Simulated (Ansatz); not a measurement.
These are frozen-core CCSD(T)/cc-pVQZ // B3LYP-D3(BJ)/def2-TZVP (Ansatz, a first-principles code) values and carry that method's errors.

Ansatz 0.2 input:
```yaml
crystal:
  periodic: [false, false, false]
  atoms:
    - { symbol: Cl, position_ang: [-1.478889, -0.83675, -0.092672] }
    - { symbol: C, position_ang: [-0.000823, 0.15035, 0.010048] }
    - { symbol: Cl, position_ang: [1.487992, -0.825464, -0.018411] }
    - { symbol: H, position_ang: [-0.026312, 0.696006, 0.945434] }
    - { symbol: H, position_ang: [0.018032, 0.81586, -0.844399] }
basis:
  gaussian: { orbitals: cc-pVQZ }
correlation:
  method: ccsd_t
```

Output:

```
Functional definition: HF
1388 factors; integrals over basis functions are off by at most 7.1e-4 eV
mean field evaluation 1: about -26069.9603 eV, gradient 1.6e1 eV
mean field evaluation 2: about -26070.0526 eV, gradient 1.6e1 eV
mean field evaluation 4: about -26070.8792 eV, gradient 2.6e0 eV
mean field evaluation 8: about -26070.9085 eV, gradient 1.3e-1 eV
mean field evaluation 16: about -26070.6464 eV, gradient 7.5e0 eV
mean field -26070.90859884 eV, -958.0882195107 hartree, gradient 1.1e-6 eV, S^2 0.000000; 0 other end points of the search recorded, 0 dependent functions left out
11 core orbitals not correlated
reference -26070.90859884 eV, -958.0882195107 hartree; 10, 10 occupied and 212, 212 virtual orbitals, 1388 factors
second order -16.39315048 eV of doubles, -0.00000000 eV of singles
cycle   1  -16.91390754 eV  change   -5.2e-1 eV  update   7.6e-2
cycle   2  -17.27417786 eV  change   -3.6e-1 eV  update   2.2e-2
cycle   3  -17.34378755 eV  change   -7.0e-2 eV  update   9.4e-3
cycle   4  -17.33892732 eV  change    4.9e-3 eV  update   1.9e-3
cycle   5  -17.33889644 eV  change    3.1e-5 eV  update   8.1e-4
cycle   6  -17.33889323 eV  change    3.2e-6 eV  update   2.2e-4
cycle   7  -17.33885025 eV  change    4.3e-5 eV  update   1.2e-4
cycle   8  -17.33885028 eV  change   -3.5e-8 eV  update   3.4e-5
cycle   9  -17.33885240 eV  change   -2.1e-6 eV  update   1.1e-5
perturbative correction -0.80534678 eV, -0.0295959484 hartree
Total energy: -26089.05279802 eV, -958.7550065321 hartree
```

Cost: very roughly 40 core-seconds.
